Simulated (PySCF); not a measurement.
# H2Si: the cost of one run

Computed with PySCF 2.14.0. Level: levels as typed in each script, gas phase, geometry from GFN2-xTB.

## (1) The system as given

SMILES `[SiH2]`, 3 atoms, charge 0, spin multiplicity 1.

Bond lengths: Si1–H2 1.485 Å, Si1–H3 1.485 Å. Angles: H2–Si1–H3 97.0°.

As a file:

```mol
H2Si
  3D, bonds by distance, orders not assigned

  3  2  0  0  0  0  0  0  0  0999 V2000
   -0.0000   -0.1230    0.0000 Si  0  0
    1.1126    0.8608    0.0000 H   0  0
   -1.1125    0.8609    0.0000 H   0  0
  1  2  8  0
  1  3  8  0
M  END
```

## (2) Density, bond paths and surface potential (CAM-B3LYP/6-311+g**)

input.py

```python
import numpy as np
from pyscf import gto, scf, dft
from pyscf.scf import atom_ks, atom_hf
from scipy.linalg import block_diag

def solve(mol, dm0=None, hcore=None):
    mf = (dft.UKS if mol.spin else dft.RKS)(mol, xc='camb3lyp')
    mf.grids.level = 3
    mf = mf.density_fit(auxbasis='def2-universal-jkfit')
    mf.conv_tol, mf.max_cycle = 1e-8, 80
    if hcore is not None:
        mf.get_hcore = lambda *args: hcore
    mf.kernel(dm0)
    if not mf.converged:
        mf = mf.newton().run(mf.mo_coeff, mf.mo_occ, max_cycle=30)
    assert mf.converged, 'SCF not converged'
    return mf

mol = gto.M(atom='''
Si    -0.00001    -0.12298     0.00000
H      1.11261     0.86080     0.00000
H     -1.11251     0.86088     0.00000
''', basis='6-311+g**', charge=0, spin=0, verbose=4)
mf = solve(mol)
mf.analyze()
# spherically averaged free atoms, for the promolecule
atm = atom_ks.get_atm_nrks(mol, xc='camb3lyp')
pro = block_diag(*[(atm[a[0]][2] * atm[a[0]][3]) @ atm[a[0]][2].T for a in mol._atom])
np.savez('result.npz', e=mf.e_tot, c=mf.mo_coeff, occ=mf.mo_occ, eps=mf.mo_energy, pro=pro, dip=mf.dip_moment(verbose=0), s2=mf.spin_square()[0])
```

Launch:

```sh
> OMP_NUM_THREADS=1 python input.py
```

Q: Estimate wall time and peak memory on 1 thread of Arm Neoverse V2, shared host.

About 2.2 s, with a peak of 0.17 GiB.
